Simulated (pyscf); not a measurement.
Single points on ωB97X-D3(BJ)/def2-SVP structures (PySCF, gas phase).

For the elementary gas-phase step `[NH2][SiH][NH2]` [doublet] + `[H][H]` → `[NH2][SiH2][NH2]` + `[H]` [doublet] (doublet surface; H–H broken, H–Si formed), what barrier and reaction energy does ωB97M-D3(BJ)/def2-TZVP give, measured from the separated reactants?

ΔE‡ = 57.1 kJ/mol, ΔE = +39.6 kJ/mol. Zero-point energy shifts the barrier by -3.6 kJ/mol. It is a hydrogen abstraction, with an imaginary mode of 802i cm⁻¹. One saddle was located; it need not be the lowest between these sides. The angle at the transferred H is 171°.
